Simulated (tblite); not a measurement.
C3H (charge +1 and singlet state).
InChI=1S/C3H/c1-3-2/h1H/q+1

Computed values, GFN2-xTB/tblite, gas phase, harmonic and unscaled. The method is semi-empirical: single wavenumbers can be off by several per cent or more.

Harmonic wavenumbers (cm⁻¹): 204.1, 204.1, 697.6, 697.7, 1296.8, 2120.3, 2988.5.

B = 11339 MHz (linear); mass 37.008 u (most abundant isotopes); point group C∞v, symmetry number 1.

Problem. Zero-point energy?

Solution. ½Σν̃ = 4105 cm⁻¹ = 11.74 kcal/mol.

Problem. Give the ideal-gas entropy at 400 K and 1 bar in the rigid-rotor, harmonic-oscillator model (classical rotation).

Solution. Translation 38.24, rotation 15.10, vibration 6.63: S = 60.0 cal/(mol K).

Problem. And Cp and H(400 K) − H(0)?

Solution. Cp = 13.64 cal/(mol K), of which vibrations give 6.69 (their classical limit is 7 R = 13.9); H(400 K) − H(0) = 4.25 kcal/mol without the zero-point energy, 1.47 from vibrations.

Problem. What must be added to the electronic energy to get the Gibbs energy at 400 K and 1 bar?

Solution. ZPE + [H(400 K) − H(0)] − T·S = 11.74 + 4.25 − 23.99 = -8.00 kcal/mol.

Problem. How do the functions run with temperature in this model?

Solution. 
```tsv
T (K)	S (cal/(mol K))	Cp (cal/(mol K))	H − H(0) (kcal/mol)	G − H(0) (kcal/mol)	ln q(vib)
50	39.0	7.3	0.35	-1.60	0.01
100	44.6	9.0	0.76	-3.70	0.11
298.15	56.1	12.4	2.92	-13.82	1.01
373.15	59.0	13.4	3.89	-18.14	1.36
500	63.1	14.6	5.66	-25.90	1.94
750	69.4	16.3	9.54	-42.50	2.97
1000	74.3	17.5	13.78	-60.47	3.88
```

q(vib) and H(0) count from the zero-point level.

Problem. Which modes carry the vibrational entropy at 400 K?

Solution. 204.1 cm⁻¹: 2.65; 204.1 cm⁻¹: 2.65; 697.6 cm⁻¹: 0.61; 697.7 cm⁻¹: 0.61; 1296.8 cm⁻¹: 0.11; 2120.3 cm⁻¹: 0.01 cal/(mol K); the other 1 give 0.00 together.

Hindered rotation and anharmonicity are outside this model.
